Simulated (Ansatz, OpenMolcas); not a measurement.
# BN (SMILES B#N): methods side by side

The species is BN (2 atoms), meant as a triplet with charge 0. As SMILES, `B#N`. The coordinates come from a PBE0-D4/def2-TZVP relaxation.

```xyz
2

B     0.0000    0.0000   -0.0235
N     0.0000    0.0000    1.2919
```

Quantity: the energy change with the B1–N2 bond stretched from 1.315 to 2.631 Å, in eV. The values are calculated.

```tsv
level	kind	program	value (eV)	CPU time (all runs)
UHF/6-31G	Hartree–Fock	Ansatz	1.45	0.3 s
UPBE/6-31G	GGA	Ansatz	3.86	1.6 s
U-wB97X/6-31G	range-separated hybrid	Ansatz	3.41	6.8 s
UB2PLYP/6-31G	double hybrid	Ansatz	3.56	1.6 s
RPA@PBE/6-31G	RPA	Ansatz	2.69	2.4 s
UBCCD(T)/6-31G	coupled cluster or CI	Ansatz	2.93	1.1 s
UCCSDT(Q)/6-31G	coupled cluster or CI	Ansatz	?	4.1 s
UCCSDT/6-31G	coupled cluster or CI	Ansatz	2.93	2.6 s
FCI/STO-3G	exact in the basis	OpenMolcas	3.74	7.9 s
```

Q: Estimate what the levels marked ? give.

A: As computed at these levels: UCCSDT(Q)/6-31G: 2.94 eV. The first shape isn't each level's own minimum. The values span 1.45 to 3.86 eV. Spin contamination of the reference (⟨S²⟩ at least 0.1 too high) touches UHF/6-31G, UPBE/6-31G, U-wB97X/6-31G, UB2PLYP/6-31G, RPA@PBE/6-31G, UBCCD(T)/6-31G, UCCSDT(Q)/6-31G, UCCSDT/6-31G. The coupled-cluster rows rest on a doubtful reference here (large T1 or Brueckner and Hartree–Fock orbitals at odds), and rows may lie in different states. All rows use very small basis sets, so even the best lies far from the true value. Times are those of the runs behind each value, whatever else they computed, on shared processors of several kinds: orders of magnitude only.
